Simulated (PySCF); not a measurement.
Spin–spin coupling constants

Molfile (atoms numbered from 1):
```
C4H7N
     RDKit          3D

 12 12  0  0  0  0  0  0  0  0999 V2000
   -1.1266    0.4580   -0.8979 C   0  0  0  0  0  0  0  0  0  0  0  0
   -0.5338   -0.1974    0.3450 C   0  0  0  0  0  0  0  0  0  0  0  0
    0.9339   -0.3297    0.2690 C   0  0  0  0  0  0  0  0  0  0  0  0
    1.8511   -1.1771    0.3657 N   0  0  0  0  0  0  0  0  0  0  0  0
    2.2413    0.2606    0.0670 C   0  0  0  0  0  0  0  0  0  0  0  0
   -2.2136    0.5818   -0.7900 H   0  0  0  0  0  0  0  0  0  0  0  0
   -0.6860    1.4515   -1.0700 H   0  0  0  0  0  0  0  0  0  0  0  0
   -0.9425   -0.1520   -1.7949 H   0  0  0  0  0  0  0  0  0  0  0  0
   -0.7644    0.4150    1.2344 H   0  0  0  0  0  0  0  0  0  0  0  0
   -0.9626   -1.1968    0.5195 H   0  0  0  0  0  0  0  0  0  0  0  0
    2.7406    0.8179    0.8712 H   0  0  0  0  0  0  0  0  0  0  0  0
    2.6163    0.4724   -0.9433 H   0  0  0  0  0  0  0  0  0  0  0  0
  1  2  1  0
  2  3  1  0
  3  4  2  0
  4  5  1  0
  5  3  1  0
  1  6  1  0
  1  7  1  0
  1  8  1  0
  2  9  1  0
  2 10  1  0
  5 11  1  0
  5 12  1  0
M  END
```

Method: B3LYP/pcJ-1 (spin–dipole term only in couplings to heteroatoms)//PBE0-D3(BJ)/def2-SVP, PySCF; isolated molecule, single conformer, non-relativistic. Couplings are averaged over pairs made equivalent by symmetry, fast rotation or ring inversion, so a value needn't be that of the named pair in this geometry, while other rotamers aren't included; one pair stands for each set, and the list holds those of at least 1.5 Hz over up to four bonds.

Isotopes: $^{13}$C, $^{1}$H, $^{15}$N.

```
    pair  bonds  J (Hz)
  C1, C2      1    36.9
  C1, H6      1       ?
  C2, C3      1    60.9
  C2, H9      1       ?
  C3, N4      1     7.9
  C3, C5      1       ?
  N4, C5      1    12.9
 C5, H11      1       ?
  C1, C3      2    -2.6
  C1, H9      2    -4.6
  C2, N4      2    -3.2
  C2, C5      2     2.0
  C2, H6      2    -3.5
  C3, H9      2    -8.2
 C3, H11      2       ?
 N4, H11      2    -3.5
  H6, H7      2   -14.1
 H9, H10      2       ?
H11, H12      2     8.9
  C3, H6      3     7.1
  C5, H9      3     3.7
  H6, H9      3       ?
```

Estimate the withheld couplings, with signs.

Results:


- $^{1}J$(C1,H6) = 135.3 Hz (bond length 1.099 Å, sp3 carbon)
- $^{1}J$(C2,H9) = 135.5 Hz (bond length 1.104 Å, sp3 carbon)
- $^{1}J$(C3,C5) = 32.2 Hz (bond length 1.449 Å)
- $^{1}J$(C5,H11) = 185.2 Hz (bond length 1.099 Å, sp3 carbon)
- $^{2}J$(C3,H11) = -2.1 Hz (angle at C5 121°)
- $^{2}J$(H9,H10) = -15.8 Hz (angle at C2 107°)
- $^{3}J$(H6,H9) = 8.7 Hz (mean over equivalent pairs that range from 3.3 to 17.6 Hz in this conformer)
